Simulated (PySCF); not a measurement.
## Ionising CH

UHF-CCSD(T); basis H def2-SVP, C def2-SVP; no relativity; PySCF 2.14. Neutral (UHF): doublet (π ↑), Re = 1.132 Å, ωe = 2890 cm⁻¹, De = 3.38 eV.

CH⁺ (RHF): singlet (closed shell), Re = 1.136 Å, ωe = 2958 cm⁻¹, De = 4.04 eV to H + C⁺. The energies at the minima are -38.33890 hartree for CH and -37.95931 for CH⁺.

**Question.** Work out the adiabatic ionisation energy, without and with harmonic zero-point energies (1 hartree = 27.2114 eV, 1 eV = 8065.5 cm⁻¹), and the change of the bond length.

**Answer.** At CCSD(T): 0.37959 hartree = 10.329 eV between the minima; the zero-point term (2958.0 − 2890.0)/2 cm⁻¹ = +0.004 eV makes it 10.333 eV. Re changes by +0.4 pm against the neutral. The electron leaves a π orbital, which is non-bonding in a hydride.

Correlated steps freeze 1 core orbital. Correlated levels converge slowly with the basis: in double zeta they bind strong bonds too weakly, by up to about 1 eV, and carry superposition errors of some tenths. For an ion De counts to the pair picked by the measured ionisation energies or electron affinities, which need not be the lowest pair at this level. Where the molecule has an RHF reference, its open-shell atoms are computed with UHF. States were picked by a PBE0 search and need not be the measured ground states.

Neutral and ion stand on different kinds of reference determinant, which adds to the error of the difference.
